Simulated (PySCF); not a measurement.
Species: C4H4F2.
Numbering: `[F:1][C:2]1=[CH:3][CH2:4][C@H:5]1[F:6]`

Probes without a nucleus sit at each ring's centroid and 1 Å off its mean plane on both sides; NICS is minus the shielding there, NICSzz its component along the normal. Level: GIAO PBE0/pcSseg-1 (PySCF, non-relativistic, gas phase) on the GFN2-xTB geometry, one conformer.

Ring bond lengths (Å), with Mayer bond orders in brackets: C2–C3 1.327 (1.77), C3–C4 1.511 (1.02), C4–C5 1.554 (1.01), C5–C2 1.504 (1.02).

Question: What do the NICS probes read (ppm)?

Answer: 
```tsv
ring	type	NICS(0)	NICS(1), two faces	NICS(1)zz, two faces	rms pucker (Å)	centre to ring atoms, mean (Å)
C2–C3–C4–C5	4-membered carbocycle; formal bonds 1 double, 3 single	-7.7	-4.7 / -1.9	-3.7 / 1.1	0.01	1.04
```

Question: What do they say, and how far can they be read as aromaticity?

Answer: 
- C2–C3–C4–C5: mean NICS(1)zz -1.3 ppm, near zero. C4, C5 have four or more neighbours, so the value isn't read as a sign of a π ring current. The two faces differ by 4.8 ppm, so no symmetry operation interchanges them.

Question: How shielded are the nuclei of the rings and their hydrogens (means over atoms taken as equivalent)?

Answer: 
```csv
atoms,environment,σ isotropic (ppm)
C2,vinylic C–F carbon,23.4
C3,alkene CH carbon,70.2
C4,allylic carbon,156.2
C5,sp3 C–F carbon,92.9
H on C3,vinylic hydrogen,26.46
H on C4,methylene hydrogen,29.40
H on C4,methylene hydrogen,29.33
H on C5,methine hydrogen,25.98
```

On one thread of an Intel Xeon at 2.50 GHz, shared host with 64 logical CPUs at a one-minute load of 56, this took 47 s wall, 34 s CPU (with the writing of density and orbital grids) and 0.55 GiB of memory at its peak. This is the whole shielding run at PBE0/pcSseg-1, SCF included.
